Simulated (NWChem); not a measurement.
# One shape, several levels: BF2 (SMILES F[B]F)

Aim: a comparison of 5 runs (UB3LYP/cc-pVTZ, UM06-L/cc-pVTZ, UBHLYP/cc-pVTZ, UM06-2X/cc-pVTZ, UPBE0/cc-pVTZ) of BF2. 

The calculation is run with NWChem 7.3.0.

## (1) The system as given

BF2: 3 atoms, total charge 0, spin state doublet. As SMILES, `F[B]F`. The shape is that of a PBE0-D4/def2-TZVP optimisation.

Bond lengths: F1–B2 1.306 Å, B2–F3 1.306 Å. Angles: F1–B2–F3 121.1°.

## (2) Energy and forces at UB3LYP/cc-pVTZ (run 1)

run.py reads:

```python
from ase import Atoms
from ase.calculators.nwchem import NWChem

atoms = Atoms(['F', 'B', 'F'], positions=[
    [0.513100, -1.044300, 0.160000],
    [0.279000, 0.240500, 0.181300],
    [-0.802900, 0.738900, -0.354600],
])

calc = NWChem(
    label='m1',
    theory='dft',
    memory='2200 mb',
    basis='cc-pVTZ',
    basispar='spherical bse',
    dft={'xc': 'b3lyp', 'mult': '2', 'grid': 'fine', 'convergence': 'energy 1e-08', 'iterations': '100', 'mulliken': None, 'print': 'low'},
)
atoms.calc = calc

forces = atoms.get_forces()
e = atoms.get_potential_energy()
print(f"E = {e:.6f} eV")
print("forces (eV/A):")
for s, f in zip(atoms.symbols, forces):
    print(f"{s:2s} {f[0]:10.5f} {f[1]:10.5f} {f[2]:10.5f}")
```

Command:

```
$ export ASE_NWCHEM_COMMAND="nwchem PREFIX.nwi > PREFIX.nwo"
$ python run.py
```

Standard output:

```text
E = -6113.394688 eV
forces (eV/A):
F     0.04366   -0.16764    0.00442
B     0.09385    0.08870    0.06186
F    -0.13750    0.07888   -0.06628
```

The calculator wrote m1.nwi:

```
title "m1"

permanent_dir m1

scratch_dir m1

start m1

geometry units angstrom nocenter noautosym noautoz
  F  5.1310000000000000e-01 -1.0443000000000000e+00 1.6000000000000000e-01
  B  2.7900000000000003e-01 2.4049999999999999e-01 1.8129999999999999e-01
  F  -8.0289999999999995e-01 7.3890000000000000e-01 -3.5460000000000003e-01
end

memory 2200 mb

basis spherical bse noprint
   * library cc-pVTZ
end

dft
  xc b3lyp
  mult 2
  grid fine
  convergence energy 1e-08
  iterations 100
  mulliken
  print low
end

task dft gradient
```

m1.nwo:

```text
Northwest Computational Chemistry Package (NWChem) 7.3.0
             --------------------------------------------------------

           Job information
           ---------------

    nwchem branch   = 7.3.0
    use scalapack   = T
    input           = m1.nwi
    prefix          = m1.
    data base       = m1/m1.db
    status          = startup
    nproc           =        1

           Memory information
           ------------------

[... 5 lines left out ...]
    hardfail = no
[... 35 lines left out ...]
            Nuclear Dipole moment (a.u.)
[... 82 lines left out ...]
         Total DFT energy =     -224.663112800413
[... 1 line left out ...]
           Coulomb energy =      166.285917220938
[... 1 line left out ...]
 Nuclear repulsion energy =       55.302288303504
[... 45 lines left out ...]
     --------------------------
     Expectation value of S2:
     --------------------------
      <S2> =      0.7514 (Exact =     0.7500)

                         DFT ENERGY GRADIENTS

    atom               coordinates                        gradient
                 x          y          z           x          y          z
   1 F       0.969618  -1.973441   0.302356   -0.000849   0.003260  -0.000086
   2 B       0.527234   0.454479   0.342607   -0.001825  -0.001725  -0.001203
   3 F      -1.517261   1.396319  -0.670097    0.002674  -0.001534   0.001289

 Task  times  cpu:       13.8s     wall:       13.8s
 Total times  cpu:       13.8s     wall:       13.8s
```

Run time: 15 s. Hardware: 1 thread of Intel Xeon Platinum 8375C at 2.90GHz (Ice Lake), shared host; peak memory 0.13 GiB.

## (3) Energy and forces at UM06-L/cc-pVTZ (run 2)

calc.nw reads:

```
start calc
title "BF2 M06-L"
memory stack 880 mb heap 220 mb global 1100 mb

geometry noautosym nocenter noautoz
  F        0.513100      -1.044300       0.160000
  B        0.279000       0.240500       0.181300
  F       -0.802900       0.738900      -0.354600
end

basis spherical bse
  F library cc-pVTZ
  B library cc-pVTZ
end

dft
  xc m06-l
  mult 2
  grid fine
  convergence energy 1e-08
  iterations 100
  mulliken
  print low
end

task dft gradient
```

Command:

```
$ nwchem calc.nw > calc.out
```

Standard output:

```text
[...]
 d= 0,ls=0.0,diis     1   -224.5312945552 -2.80D+02  7.32D-03  1.59D-01     1.7
[...]
 d= 0,ls=0.0,diis    17   -224.6148235272 -2.16D-10  1.68D-08  6.90D-12    23.3
[...]
         Total DFT energy =     -224.614823527245
      One electron energy =     -421.272923282284
           Coulomb energy =      166.357793783150
    Exchange-Corr. energy =      -25.001982331615
 Nuclear repulsion energy =       55.302288303504
[...]
      Total Density - Mulliken Population Analysis
     ---------------------------------------------
    Atom       Charge   Shell Charges
 -----------   ------   -------------------------------------------------------
    1 F    9     9.19   1.95  0.27  1.09  0.57  1.55  2.44  1.30  0.00  0.01  0.00
    2 B    5     4.63   1.96  0.16  0.60  0.24  0.60  0.66  0.11  0.12  0.14  0.04
    3 F    9     9.19   1.95  0.27  1.09  0.57  1.55  2.44  1.30  0.00  0.01  0.00
[...]
      <S2> =      0.7532 (Exact =     0.7500)
                         DFT ENERGY GRADIENTS
    atom               coordinates                        gradient
                 x          y          z           x          y          z
   1 F       0.969618  -1.973441   0.302356    0.000999   0.001090   0.000676
   2 B       0.527234   0.454479   0.342607   -0.002109  -0.002001  -0.001391
   3 F      -1.517261   1.396319  -0.670097    0.001110   0.000911   0.000716
 Task  times  cpu:       28.4s     wall:       28.4s
 Total times  cpu:       28.5s     wall:       28.5s
```

Run time: 29 s. Hardware: 1 thread of Intel Xeon Platinum 8375C at 2.90GHz (Ice Lake), shared host; peak memory 0.13 GiB.

## (4) Energy and gradient at UBHLYP/cc-pVTZ (run 3)

run.py reads:

```python
from ase import Atoms
from ase.calculators.nwchem import NWChem

molecule = Atoms('FBF', positions=[
    [0.513100, -1.044300, 0.160000],
    [0.279000, 0.240500, 0.181300],
    [-0.802900, 0.738900, -0.354600],
])

calc = NWChem(
    label='mol',
    theory='dft',
    memory='2200 mb',
    basis='cc-pVTZ',
    basispar='spherical bse',
    dft={'xc': 'bhlyp', 'mult': '2', 'grid': 'fine', 'convergence': 'energy 1e-08', 'iterations': '100', 'mulliken': None},
)
molecule.calc = calc

forces = molecule.get_forces()
print("Total energy (eV):", round(molecule.get_potential_energy(), 6))
print("forces (eV/A):")
for s, f in zip(molecule.symbols, forces):
    print(f"{s:2s} {f[0]:10.5f} {f[1]:10.5f} {f[2]:10.5f}")
```

Command:

```
$ export ASE_NWCHEM_COMMAND="nwchem PREFIX.nwi > PREFIX.nwo"
$ python run.py
```

Standard output:

```text
Total energy (eV): -6111.091974
forces (eV/A):
F    -0.12773    0.48877   -0.01316
B    -0.27819   -0.25577   -0.18260
F     0.40598   -0.23294    0.19571
```

The calculator wrote mol.nwi:

```
title "mol"

permanent_dir mol

scratch_dir mol

start mol

geometry units angstrom nocenter noautosym noautoz
  F  5.1310000000000000e-01 -1.0443000000000000e+00 1.6000000000000000e-01
  B  2.7900000000000003e-01 2.4049999999999999e-01 1.8129999999999999e-01
  F  -8.0289999999999995e-01 7.3890000000000000e-01 -3.5460000000000003e-01
end

memory 2200 mb

basis spherical bse noprint
   * library cc-pVTZ
end

dft
  xc bhlyp
  mult 2
  grid fine
  convergence energy 1e-08
  iterations 100
  mulliken
end

task dft gradient
```

mol.nwo:

```text
Northwest Computational Chemistry Package (NWChem) 7.3.0
             --------------------------------------------------------

           Job information
           ---------------

    nwchem branch   = 7.3.0
    use scalapack   = T
    input           = mol.nwi
    prefix          = mol.
    data base       = mol/mol.db
    status          = startup
    nproc           =        1

           Memory information
           ------------------

[... 5 lines left out ...]
    hardfail = no
[... 102 lines left out ...]
          Convergence on energy requested:  1.00D-08
[... 27 lines left out ...]
          total energy or number of iterations.
[... 82 lines left out ...]
      One electron energy =     -421.337263724863
[... 1397 lines left out ...]
          Convergence on energy requested:  1.00D-08
[... 27 lines left out ...]
          total energy or number of iterations.
[... 34 lines left out ...]
                 ----------------------------------------
                 |  Time  |  1-e(secs)   |  2-e(secs)   |
                 ----------------------------------------
                 |  CPU   |       0.01   |       3.71   |
                 ----------------------------------------
                 |  WALL  |       0.01   |       3.71   |
                 ----------------------------------------

 Task  times  cpu:       15.0s     wall:       15.0s
 Total times  cpu:       15.0s     wall:       15.0s
```

Run time: 16 s. Hardware: 1 thread of Intel Xeon Platinum 8375C at 2.90GHz (Ice Lake), shared host; peak memory 0.12 GiB.

Run 4 isn't shown in full; the table further down has it.

## (5) Energy and gradient at UPBE0/cc-pVTZ (run 5)

run.py reads:

```python
from ase import Atoms
from ase.calculators.nwchem import NWChem

atoms = Atoms(['F', 'B', 'F'], positions=[
    [0.513100, -1.044300, 0.160000],
    [0.279000, 0.240500, 0.181300],
    [-0.802900, 0.738900, -0.354600],
])

calc = NWChem(
    label='bf2',
    theory='dft',
    memory='2200 mb',
    basis='cc-pVTZ',
    basispar='spherical bse',
    dft={'xc': 'pbe0', 'mult': '2', 'grid': 'fine', 'convergence': 'energy 1e-08', 'iterations': '100', 'mulliken': None},
)
atoms.calc = calc

forces = atoms.get_forces()
e = atoms.get_potential_energy()
print(f"E = {e:.6f} eV")
print("forces (eV/A):")
for s, f in zip(atoms.symbols, forces):
    print(f"{s:2s} {f[0]:10.5f} {f[1]:10.5f} {f[2]:10.5f}")
```

Command:

```
$ export ASE_NWCHEM_COMMAND="nwchem PREFIX.nwi > PREFIX.nwo"
$ python run.py
```

Standard output:

```text
E = -6107.130462 eV
forces (eV/A):
F    -0.01702    0.04124   -0.00453
B    -0.01702   -0.01424   -0.01100
F     0.03409   -0.02700    0.01558
```

The calculator wrote bf2.nwi:

```
title "bf2"

permanent_dir bf2

scratch_dir bf2

start bf2

geometry units angstrom nocenter noautosym noautoz
  F  5.1310000000000000e-01 -1.0443000000000000e+00 1.6000000000000000e-01
  B  2.7900000000000003e-01 2.4049999999999999e-01 1.8129999999999999e-01
  F  -8.0289999999999995e-01 7.3890000000000000e-01 -3.5460000000000003e-01
end

memory 2200 mb

basis spherical bse noprint
   * library cc-pVTZ
end

dft
  xc pbe0
  mult 2
  grid fine
  convergence energy 1e-08
  iterations 100
  mulliken
end

task dft gradient
```

bf2.nwo:

```text
Northwest Computational Chemistry Package (NWChem) 7.3.0
             --------------------------------------------------------

           Job information
           ---------------

    nwchem branch   = 7.3.0
    use scalapack   = T
    input           = bf2.nwi
    prefix          = bf2.
    data base       = bf2/bf2.db
    status          = startup
    nproc           =        1

           Memory information
           ------------------

[... 5 lines left out ...]
    hardfail = no
[... 102 lines left out ...]
          Convergence on energy requested:  1.00D-08
[... 27 lines left out ...]
          total energy or number of iterations.
[... 83 lines left out ...]
      One electron energy =     -421.197680613180
[... 1403 lines left out ...]
          Convergence on energy requested:  1.00D-08
[... 27 lines left out ...]
          total energy or number of iterations.
[... 34 lines left out ...]
                 ----------------------------------------
                 |  Time  |  1-e(secs)   |  2-e(secs)   |
                 ----------------------------------------
                 |  CPU   |       0.01   |       3.66   |
                 ----------------------------------------
                 |  WALL  |       0.01   |       3.66   |
                 ----------------------------------------

 Task  times  cpu:       14.3s     wall:       14.3s
 Total times  cpu:       14.3s     wall:       14.3s
```

Wall time 16 s (1 thread of Intel Xeon Platinum 8375C at 2.90GHz (Ice Lake), shared host); peak memory 0.12 GiB.

## (6) All runs side by side

| run | level | energy (Eh) | ⟨S²⟩ | largest force (eV/Å) | wall time |
| --- | --- | --- | --- | --- | --- |
| 1 | UB3LYP/cc-pVTZ | -224.663113 | 0.751 | 0.173 | 15 s |
| 2 | UM06-L/cc-pVTZ | -224.614824 | 0.753 | 0.166 | 29 s |
| 3 | UBHLYP/cc-pVTZ | -224.578490 | 0.751 | 0.507 | 16 s |
| 4 | UM06-2X/cc-pVTZ | -224.593145 | 0.752 | 0.101 | 20 s |
| 5 | UPBE0/cc-pVTZ | -224.432907 | 0.752 | 0.046 | 16 s |

## (7) Outcome

| quantity | value |
| --- | --- |
| run 5: total energy | -224.43291 Eh |
| run 5: dipole moment | 0.26 D |
| run 5: HOMO energy (highest over α and β) | -7.19 eV |
| run 5: LUMO energy (lowest over α and β) | -2.05 eV |
| run 5: ⟨S²⟩ | 0.752 |
| run 5: largest force on an atom | 0.046 eV/Å |

What this shows: Over runs 3, 4, 5 the dipole moment (its size) runs from 0.26 D (UPBE0/cc-pVTZ) to 0.43 D (UM06-2X/cc-pVTZ). Totals of different functionals can't be ranked against each other. All runs together took 96 s, the longest 29 s.
